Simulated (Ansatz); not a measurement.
Reactions of `CSC(C)(C)C`.

Gas-phase electronic energies from Ansatz, PBE0-D4/def2-TZVP geometries. CCSD(T)/CBS is the MP2 limit (def2-TZVPP, def2-QZVPP) plus CCSD(T) − MP2 in def2-TZVPP, frozen cores. This one scheme is used for every species. DFT in def2-TZVPP. Triplets are unrestricted, without spin–orbit coupling. One conformer a species, not always the lowest.

| reaction | CCSD(T)/CBS(def2) (kJ/mol) |
| --- | --- |
| `CSC(C)(C)C` → `CSC(C)C` + `[CH2]` (triplet) | ? |
| `CSC(C)(C)C` → CH₃SH + isobutene | 99 |
| `CSC(C)(C)C` → `CC(C)CCS` | ? |
| `CSC(C)(C)C` + `CNN` → `CN(C)N` + `CSC(C)C` | ? |
| `CSC(C)(C)C` → `CCC(C)(C)S` | -5 |
| `CSC(C)(C)C` → `CCCCCS` | 12 |
| `CSC(C)(C)C` → `CC(C)C(C)S` | 2 |
| `CSC(C)(C)C` + H₂ → `CSC(C)C` + CH₄ | -56 |
| `CSC(C)(C)C` → `CCCSCC` | 13 |
| `CSC(C)(C)C` → `CCSC(C)C` | 9 |

(1) Fill in the missing values. (An estimate is asked.)

Largest T1 diagnostic: 0.011, for `[CH2]` (triplet).

Results:

(1) The calculation gave: `CSC(C)(C)C` → `CSC(C)C` + `[CH2]` (triplet): +447.0 kJ/mol; `CSC(C)(C)C` → `CC(C)CCS`: +6.0 kJ/mol; `CSC(C)(C)C` + `CNN` → `CN(C)N` + `CSC(C)C`: +21.7 kJ/mol.
